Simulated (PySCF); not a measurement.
A species of formula C5H7Cl has this rotational fingerprint, computed with PBE0/def2-SVPD in PySCF (dipole) on a GFN2-xTB geometry, gas phase:

```
Rotational constants : A = 8962, B = 1592, C = 1465 MHz
Dipole components    : |μa| = 1.63 D, |μb| = 0.00 D, |μc| = 0.84 D
Inertial defect      : -28.82 u·Å²
κ                    : -0.97
```

**Question.** Which candidate fits, each taken in the one conformer that was computed?
A. `Cl[C@@H]1CC12CC2`
B. `[CH2:1]=[C:2]1[CH2:3][CH:4]([Cl:5])[CH2:6]1` with C1–C2–C3–C4 -170°, C2–C3–C4–Cl5 -126°, C3–C4–C6–C2 8°, C1–C2–C6–C4 170°
C. `C[C@@]12C[C@@H]1[C@@H]2Cl`

**Answer.** B. It is C=C1CC(Cl)C1, a near-prolate asymmetric top, point group Cs. The candidates at the same level (rigid rotor, commonest isotopes):

```json
{"SMILES": "C[C@@]12C[C@@H]1[C@@H]2Cl", "A (MHz)": "5731", "B (MHz)": "2007", "C (MHz)": "1792", "μa (D)": "2.95", "μb (D)": "0.03", "μc (D)": "0.83", "Δ (u·Å²)": "-58.00", "point group": "C1", "rotor": "asymmetric top"}
{"SMILES": "C=C1CC(Cl)C1", "A (MHz)": "8962", "B (MHz)": "1592", "C (MHz)": "1465", "μa (D)": "1.63", "μb (D)": "0.00", "μc (D)": "0.84", "Δ (u·Å²)": "-28.82", "point group": "Cs", "rotor": "near-prolate asymmetric top"}
{"SMILES": "Cl[C@@H]1CC12CC2", "A (MHz)": "5992", "B (MHz)": "1931", "C (MHz)": "1692", "μa (D)": "1.95", "μb (D)": "0.86", "μc (D)": "0.27", "Δ (u·Å²)": "-47.25", "point group": "C1", "rotor": "asymmetric top"}
```

`Cl[C@@H]1CC12CC2` has A 33 % too low; `C[C@@]12C[C@@H]1[C@@H]2Cl` has A 36 % too low. In the right answer the mirror of this Cs structure is the ac plane, so μb vanishes by symmetry. No structure here is proved a minimum.
